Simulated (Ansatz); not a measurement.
A calculation on hcp Re returned lattice constant a 2.753 Å, lattice parameter c 4.450 Å, equilibrium volume per atom 14.60 Å³/atom.

For reference: lattice constant a 2.761 Å (measured, 293 K, no zero-point or thermal correction; as tabulated in Wikipedia's data pages); lattice parameter c 4.458 Å (measured, 293 K, not corrected to a static lattice; as tabulated in Wikipedia's data pages); equilibrium volume per atom 14.62 Å³/atom (measured, copied from a table, unchecked, extrapolated to 0 K and zero-point effects removed; as tabulated in Lejaeghere et al. (2013), arXiv:1204.2733).

### Question
Which level of theory produced these numbers?
A) PBE (Ansatz (a first-principles code))
B) LDA (Ansatz)
C) r²SCAN+rVV10 (Ansatz)
D) rVV10 (Ansatz)

### Answer
C, r²SCAN+rVV10 (Ansatz)

The others give: LDA 2.738 Å, 4.416 Å, 14.33 Å³/atom; rVV10 2.796 Å, 4.516 Å, 15.29 Å³/atom; PBE 2.775 Å, 4.482 Å, 14.95 Å³/atom.

Unless a cell is named, each level is at its own relaxed cell (LDA 14.33, PBE 14.95, r²SCAN+rVV10 14.60, rVV10 15.29 Å³/atom).

Ansatz's density-functional and Hartree–Fock values are scalar-relativistic unless marked +SOC, with PAW data made under PBE.
